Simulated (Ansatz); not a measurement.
# BNH (quartet): the correlation ladder at distance B1–H3 = 0.951 Å, cc-pVDZ

Aim: climb from Hartree-Fock through coupled cluster and multireference methods for BNH (quartet) at one geometry and basis, and see what each rung misses.

Program: Ansatz 0.2.0, Gaussian basis. Level of theory: cc-pVDZ, core rule «outside noble gas», up to 2 orbitals frozen. These are calculated values, not measurements.

Plan: UHF; CCSD(T) on ROHF; CCSD(T) on UHF; BCCD(T) on ROHF; CISD; CCSDT(Q) on ROHF; CCSDT(Q) on UHF; CASSCF and MRCISD+Q, 5 electrons in 5 orbitals; CASSCF and NEVPT2, 5 electrons in 5 orbitals.

19 further runs of the same task are left out: 2 for a known fault of the program, 1 for a mislabelled method, 14 that didn't finish, 2 set aside as unsound or not needed.

### Step 1. What is computed

The geometry derives from a PBE0/def2-TZVP stationary point (not a proven minimum). One bond is set to the value named and the two fragments are kept rigid.

3 atoms, charge 0, spin multiplicity 4.

Atoms are counted from 1 here; the program's logs count them from 0.

Bond lengths: B1–N2 1.503 Å, B1–H3 0.951 Å. Angles: N2–B1–H3 117.0°.

Geometry (Å):

```
B     0.0000   -0.1773    0.7790
N     0.0000    0.0953   -0.6990
H     0.0000    0.5775    1.3575
```

### Step 2. UHF

in.yaml reads:

```yaml
crystal:
  periodic: [false, false, false]
  atoms:
    - {symbol: B, position_ang: [0.000000, -0.177334, 0.779019]}
    - {symbol: N, position_ang: [0.000000, 0.095319, -0.698970]}
    - {symbol: H, position_ang: [0.000000, 0.577479, 1.357515]}
basis:
  gaussian: {orbitals: cc-pVDZ}
magnetization: {spin_polarized: true, initial_magnetization: 3}
hamiltonian: {xc: hf}
output: {orbitals: {seedname: orbitals}}
```

Run with:

```sh
ansatz run in.yaml --threads 1 --pin off --events-out ev --progress --plain --max-ram 2393MiB
```

The runs that follow: CCSD(T) on ROHF; CCSD(T) on UHF; BCCD(T) on ROHF; CISD; CCSDT(Q) on ROHF; CCSDT(Q) on UHF; CASSCF and MRCISD+Q, 5 electrons in 5 orbitals; CASSCF and NEVPT2, 5 electrons in 5 orbitals.

Before running them: what should the planned runs give, taken together? Wanted: UCCSDT(Q) below the RHF energy; RMP2 from UCCSDT(Q); UMP2 from UCCSDT(Q); RCCSD from UCCSDT(Q); RCCSD(T) from UCCSDT(Q); UCCSD(T) from UCCSDT(Q); RCCSDT(Q) from UCCSDT(Q); NEVPT2 pair from UCCSDT(Q); MRCISD+Q pair from UCCSDT(Q).

**Answer**, as computed:

| quantity | value |
| --- | --- |
| UCCSDT(Q) below the RHF energy | -5.1178 eV |
| RMP2 from UCCSDT(Q) | +90.2 kJ/mol |
| UMP2 from UCCSDT(Q) | +91.0 kJ/mol |
| RCCSD from UCCSDT(Q) | +12.3 kJ/mol |
| RCCSD(T) from UCCSDT(Q) | +2.8 kJ/mol |
| UCCSD(T) from UCCSDT(Q) | +2.7 kJ/mol |
| RCCSDT(Q) from UCCSDT(Q) | +0.2 kJ/mol |
| NEVPT2 pair from UCCSDT(Q) | +88.6 kJ/mol |
| MRCISD+Q pair from UCCSDT(Q) | +1.8 kJ/mol |
| levels within 1 kcal/mol (43 meV) | RCCSD(T), UCCSD(T), BCCD(T), RCCSDT, UCCSDT, RCCSDT(Q), MRCISD+Q pair |
| T1 diagnostic | 0.022 |

**Reading.** RCCSD(T) misses by +2.8 kJ/mol, 0.6 % of the correlation energy. Of the multireference levels listed MRCISD+Q pair comes nearest in total energy (+1.8 kJ/mol), which doesn't show that its space is the better one. These misses are within one basis, not against nature; the frozen cores of restricted and unrestricted runs differ, which can shift their rows.
